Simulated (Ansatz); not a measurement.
A nudged elastic band was laid between two geometries of C₂H₅O (8 atoms, charge 0, multiplicity 2).

Level of theory: Ansatz, UKS PBE0-D4/def2-SVP.

```
movable images  : 5
climbing image  : yes
spring          : 5.0 eV/Å²
optimiser       : quadratic models (default)
start path      : through a guess of the saddle point
force threshold : 0.05 eV/Å
iteration limit : 60
end points      : relaxed
```

Initial state:

```xyz
8
Properties=species:S:1:pos:R:3
H -0.572 -1.418 -0.257
C -0.125 -0.613 0.375
C 0.134 0.651 -0.426
O -0.862 -0.466 1.497
H 0.835 -1.086 0.699
H 0.630 1.408 0.199
H -0.813 1.079 -0.789
H 0.773 0.445 -1.299
```

Final state:

```xyz
8
Properties=species:S:1:pos:R:3
H -0.997 -1.926 0.738
C 0.053 -0.355 0.474
C 0.222 0.828 -0.398
O -0.993 -1.164 0.150
H 0.926 -0.831 0.941
H 0.984 1.506 0.012
H -0.727 1.384 -0.487
H 0.531 0.558 -1.429
```

Question: Which bonds break or form, and what moves?

Answer: Bonds broken: H1–C2. Bonds formed: H1–O4.

Question: Give the energies along the band, and the barrier.

Answer: The forces met the threshold. The highest image is number 2 of 0 to 6, 1.33 eV above the first end and 1.71 eV above the last; the last end lies 0.38 eV below the first. The profile has 2 maxima (images 2, 4) with wells between them (image 3): this band takes more than one step, which may be the mechanism or a detour left from its start path. Neighbouring images differ by up to 1.6 eV, so the band resolves the path poorly. A vibrational analysis at the climbing image gives one clearly imaginary mode, 1991i cm⁻¹: a first-order saddle point.

| image | path coordinate (Å) | energy (eV) | H1–C2 (Å) | H1–O4 (Å) |
| --- | --- | --- | --- | --- |
| 0 | 0.00 | 0.00 | 1.12 | 2.02 |
| 1 | 0.40 | 0.32 | 1.13 | 1.66 |
| 2 | 0.81 | 1.33 | 1.26 | 1.21 |
| 3 | 1.71 | -0.30 | 1.87 | 0.96 |
| 4 | 2.60 | -0.27 | 1.91 | 0.97 |
| 5 | 3.50 | -0.32 | 1.90 | 0.96 |
| 6 | 4.40 | -0.38 | 1.91 | 0.96 |

Question: What is the geometry of the highest image?

Answer: 
```xyz
8
Properties=species:S:1:pos:R:3
H -0.930 -1.349 0.214
C 0.057 -0.574 0.341
C 0.190 0.684 -0.449
O -0.982 -0.701 1.231
H 0.983 -1.124 0.591
H 0.591 1.491 0.192
H -0.789 1.017 -0.822
H 0.880 0.555 -1.296
```

The run took 64 s on 2 threads of Intel(R) Xeon(R) 6975P-C (Granite Rapids), with other jobs on the host, peak memory 0.17 GiB.
